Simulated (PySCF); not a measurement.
Na$_{2}$, singlet, geometry from GFN2-xTB of the parent state (such geometries of metal compounds can be far from the true shape) (in this run its highest filled SCF level lies above zero, so its values depend strongly on the basis, on diffuse functions most of all); B3LYP/STO-3G in PySCF.

The PySCF input:
```python
from pyscf import gto, scf, dft

mol = gto.Mole()
mol.atom = '''
    Na   -0.00000000   -0.00000000   -1.65064203
    Na    0.00000000    0.00000000    1.65064203
'''
mol.basis = 'sto-3g'
mol.verbose = 4
mol.build()

mf = dft.RKS(mol)
mf.xc = 'b3lyp'
mf.kernel()
```

The log (banner, timings and long lists left out):

```
PySCF version 2.14.0

[INPUT] verbose = 4
[INPUT] num. atoms = 2
[INPUT] num. electrons = 22
[INPUT] charge = 0
[INPUT] spin (= nelec alpha-beta = 2S) = 0
[INPUT] symmetry False subgroup None
[INPUT] Mole.unit = angstrom
[INPUT] Symbol           X                Y                Z      unit          X                Y                Z       unit  Magmom
[INPUT]  1 Na     0.000000000000   0.000000000000  -1.650642030000 AA    0.000000000000   0.000000000000  -3.119261366396 Bohr   0.0
[INPUT]  2 Na     0.000000000000   0.000000000000   1.650642030000 AA    0.000000000000   0.000000000000   3.119261366396 Bohr   0.0

nuclear repulsion = 19.39561738935
number of shells = 10
number of NR pGTOs = 54
number of NR cGTOs = 18
basis = sto-3g
ecp = {}

******** <class 'pyscf.dft.rks.RKS'> ********
method = RKS
initial guess = minao
damping factor = 0
level_shift factor = 0
DIIS = <class 'pyscf.scf.diis.CDIIS'>
diis_start_cycle = 1
diis_space = 8
diis_damp = 0
SCF conv_tol = 1e-09
SCF conv_tol_grad = None
SCF max_cycles = 50
direct_scf = True
direct_scf_tol = 1e-13
XC library pyscf.dft.libxc version 7.1.2
    S. Lehtola, C. Steigemann, M. J. T. Oliveira, and M. A. L. Marques,  SoftwareX 7, 1–5 (2018)
XC functionals = b3lyp
    P. J. Stephens, F. J. Devlin, C. F. Chabalowski, and M. J. Frisch,  J. Phys. Chem. 98, 11623 (1994)
radial grids:
    Treutler-Ahlrichs [JCP 102, 346 (1995); DOI:10.1063/1.469408] (M4) radial grids

becke partition: Becke, JCP 88, 2547 (1988); DOI:10.1063/1.454033
pruning grids: <function nwchem_prune>
grids dens level: 3
symmetrized grids: False
atomic radii adjust function: <function treutler_atomic_radii_adjust>
small_rho_cutoff = 0
Set gradient conv threshold to 3.16228e-05
Initial guess from minao.
tot grids = 36200
init E= -320.124918889948
  HOMO = -0.0293245308877222  LUMO = 0.0526767886818287  gap/eV = 2.23137
cycle= 1 E= -320.185902769422  delta_E= -0.061  |g|= 0.0967  |ddm|= 2.13
  HOMO = 0.223264688249127  LUMO = 0.306405306035442  gap/eV = 2.26237
cycle= 2 E= -320.192311011659  delta_E= -0.00641  |g|= 0.0462  |ddm|= 0.521
  HOMO = 0.22008355068333  LUMO = 0.308212648924497  gap/eV = 2.39811
cycle= 3 E= -320.193036596196  delta_E= -0.000726  |g|= 0.00699  |ddm|= 0.0953
  HOMO = 0.218207836019458  LUMO = 0.307132034511361  gap/eV = 2.41975
cycle= 4 E= -320.193052086013  delta_E= -1.55e-05  |g|= 8.11e-05  |ddm|= 0.0151
  HOMO = 0.218163633540983  LUMO = 0.307104681706854  gap/eV = 2.42021
cycle= 5 E= -320.193052089708  delta_E= -3.7e-09  |g|= 2e-06  |ddm|= 0.00028
  HOMO = 0.218165118863326  LUMO = 0.307105251319503  gap/eV = 2.42018
cycle= 6 E= -320.193052089711  delta_E= -2.61e-12  |g|= 6e-08  |ddm|= 7.38e-06
  HOMO = 0.218165113440342  LUMO = 0.307105252796631  gap/eV = 2.42018
Extra cycle  E= -320.193052089711  delta_E= -1.71e-13  |g|= 1.53e-08  |ddm|= 1.62e-07
converged SCF energy = -320.193052089711
```
